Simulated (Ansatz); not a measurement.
C2H3F2N (`F/C=N\CF`). The species carries charge 0 and has multiplicity 1.

```xyz
8

F    -1.062    0.360   -1.601
C    -0.158   -0.539   -1.205
N     0.411   -0.582   -0.104
C     0.257    0.286    0.995
F    -0.641    1.320    0.834
H     0.035   -1.265   -1.991
H     1.233    0.728    1.219
H    -0.075   -0.307    1.853
```

Task: Give the diagnostics of a CCSD(T)/def2-TZVPP run (frozen core, Ansatz). (An estimate is asked.)

Result: The calculation gave: T1 = 0.0130, largest single amplitude 0.026, largest double 0.073, (T) share of the correlation energy 3.6 %, 9 CCSD cycles. The RHF solution is stable towards an unrestricted one. T1 lies under the customary mark of 0.02 for closed shells.
